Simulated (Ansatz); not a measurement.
System: H$_{3}$S, net charge 1, singlet state. SMILES: [SH3+]
Structure (B3LYP-D3(BJ)/def2-TZVP (Ansatz, a quantum-chemistry and plane-wave program) minimum search):
```xyz
4

S      0.1049    -0.0008     0.0446
H     -0.3243     0.9941    -0.7736
H     -0.3450    -0.9973    -0.7604
H     -1.0094     0.0159     0.8202
```
Charge +1, spin multiplicity 1.

**Question.** Give the harmonic wavenumbers at B3LYP-D3(BJ)/def2-TZVP (Ansatz, finite differences of forces, unscaled).

**Answer.** 1064, 1219, 1219, 2595, 2599, 2599 cm⁻¹. Zero-point energy 16.1 kcal/mol.

**Question.** From these and the geometry, give the ideal-gas thermochemistry at 298.15 K and 1 atm (rigid rotor, harmonic oscillator).

**Answer.** Point group C3v, rotational symmetry number 3. Rotational constants 146.9, 146.9, 126.4 GHz. S(trans) 36.60, S(rot) 13.25, S(vib) 0.15, S(elec, spin only) 0.00, S 50.0 cal/(mol K). H(298) - H(0) 2.41 kcal/mol; G - E(el) 3.6 kcal/mol.
